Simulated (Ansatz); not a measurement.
A made-up structure of AlBH4S, singlet:

B1  (-1.448, 0.280, -0.457)
S2  (-0.046, 1.343, -0.147)
Al3  (1.437, -0.178, 0.444)
H4  (-1.376, -0.904, -0.319)
H5  (-2.461, 0.803, -0.808)
H6  (1.018, -1.699, 0.464)
H7  (-1.146, -0.636, -1.083)
(Å)

It is relaxed with PBE-D4/def2-SVP and then PBE0-D4/def2-TZVP (Ansatz 0.2.0). Atoms count as bonded within 1.22 times the sum of their covalent radii (H–H: 0.88 Å). The end point is not checked to be a true minimum.

(1) Does its bonding change? (A judgement: the text doesn't fix the answer.)

Results:

(1) The calculation gives: Yes. Formed: B1–Al3, Al3–H4; broken: H4–H7.

Where it ends: The first stage lowers the energy by 3.91 eV in 14 steps. It ends as AlBH₄S ([H]1[BH2]2[S][AlH]12):
B1  (-1.321, 0.211, -0.740)
S2  (0.260, 1.399, -0.460)
Al3  (0.518, -0.485, 0.349)
H4  (-1.039, -0.980, -0.175)
H5  (-2.278, 0.556, -0.109)
H6  (1.310, -1.593, 1.115)
H7  (-1.472, -0.097, -1.888)
(Å)

Labels in which every atom is bracketed show which atoms are joined, not bond orders.

For scale, one of the runs: PBE0-D4/def2-TZVP relaxation, 129 basis functions, launched by `ansatz run in.yaml --threads 2 --pin off --events-out ev --progress --plain --max-ram 4352MiB`. The run took about 13 s on 2 CPU threads of an Arm Neoverse V1 (shared host).
